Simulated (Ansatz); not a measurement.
AlH₂O₂ (`[OH][Al][OH]`) radical at its PBE0-D4/def2-TZVP geometry, where that method's forces vanish. Charge 0, multiplicity 2.

```xyz
5

O     1.0855   -1.1502   -0.3934
Al   -0.5002   -0.5519   -0.3276
O    -0.7763    0.9829    0.3573
H     1.8359   -0.6581   -0.0580
H    -1.6450    1.3773    0.4217
```

(1) What forces (eV/Å) does PBE-D4/def2-TZVPP give on these atoms in the Gaussian-basis code of Ansatz? (Best estimate.)

## Answers

(1) The calculation gave: 
```
O1   0.028 -0.409 -0.188
Al2 -0.307 -0.229 -0.151
O3   0.334  0.194  0.137
H4   0.381  0.237  0.164
H5  -0.435  0.207  0.038
```
